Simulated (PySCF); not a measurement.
**State search for CN⁺**

Unrestricted PBE0; PySCF, no relativity, basis sets C STO-3G, N STO-3G. Outer shells of the fragments: C+ 2s2 2p1; N 2s2 2p3.

Followed along the bond (rough minima from three points):

| 2Ms+1 | unpaired | ⟨S²⟩ at the start | R at minimum (Å) | Te (eV) |
| --- | --- | --- | --- | --- |
| 3 | σ ↑, π ↑ | 2.03 | 1.34 | 0.00 |
| 1 | σ ↓, π ↑ | 1.19 | 1.35 | 0.36 |
| 3 | π ↑↑ | 2.00 | 1.52 | 0.47 |
| 1 | none | 1.36 | 1.24 | 0.63 |
| 1 | π ↑↓ | 1.00 | 1.52 | 0.99 |

Solutions found at the starting distance of 1.465 Å, counted from the lowest of them; the search is not exhaustive and high or unbound solutions are not listed, so other states can lie among these:

| 2Ms+1 | unpaired | term | E (eV) | ⟨S²⟩ | ⟨Lz²⟩ | μ (D) |
| --- | --- | --- | --- | --- | --- | --- |
| 3 | σ ↑, π ↑ | ³Π | 0.00 | 2.03 | 1.00 | -1.45 |
| 3 | π ↑↑ | ³Σ⁻ | 0.16 | 2.00 | 0.00 | -0.89 |
| 1 | σ ↓, π ↑ | mixed | 0.30 | 1.19 | 1.00 | -1.72 |
| 1 | π ↑↓ | mixed | 0.68 | 1.00 | 2.00 | -0.78 |
| 1 | none | mixed | 1.56 | 1.36 | 0.00 | -1.43 |
| 1 | none | mixed | 2.02 | 0.00 | 2.00 | -0.54 |
| 5 | σ ↑, π ↑↑↑ | ⁵Π | 2.09 | 6.00 | 1.00 | -1.43 |
| 3 | σ ↑, π ↑↑↓ | mixed | 3.21 | 3.00 | 3.00 | -1.49 |
| 3 | σ ↑↑ | mixed | 4.09 | 2.68 | 0.00 | -1.05 |
| 5 | σ ↑↑, π ↑↑ | mixed | 5.69 | 6.07 | 2.00 | -0.79 |

A term symbol is given only where ⟨S²⟩ and ⟨Lz²⟩ are close to those of a pure state; real π, δ and φ orbitals otherwise mix terms. A positive dipole points towards N; it is taken about the centre of mass and depends on that origin.

STO-3G is very small, so such numbers show the basis as much as the molecule.
